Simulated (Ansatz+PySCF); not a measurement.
**doublet CH2Cl: levels of theory in one basis**

```json
{"atom": "C", "x (Å)": "0.0000", "y (Å)": "0.0000", "z (Å)": "-0.1932"}
{"atom": "Cl", "x (Å)": "0.0000", "y (Å)": "0.0000", "z (Å)": "1.5721"}
{"atom": "H", "x (Å)": "0.0000", "y (Å)": "-0.9563", "z (Å)": "-0.6895"}
{"atom": "H", "x (Å)": "0.0000", "y (Å)": "0.9563", "z (Å)": "-0.6895"}
```

Basis set: cc-pVTZ on H, C; cc-pV(T+d)Z on Cl (spherical functions). Left uncorrelated: 6 orbitals. Correlation on ROHF uses semicanonical orbitals with singles. Charge 0, multiplicity 2.

Computed with Ansatz (development build ahead of 0.2.0); each method stands on the lowest determinant of its kind that the runs found.

```tsv
method	E − E(ROHF) (eV)	<S²> of the determinant
ROHF	0.00	0.75
UHF	-0.16	0.77
ROHF-MP2	-9.33	–
UHF-MP2	-9.30	0.77
```

**Question.** What does ROHF-CCSD(T) give on the same scale?

**Answer.** -10.58 eV.

**Question.** Is a single determinant a sound starting point here?

**Answer.** By this sign, yes. Unrestricted orbitals gain 0.16 eV and <S²> is 0.77 against 0.75 for a pure state.
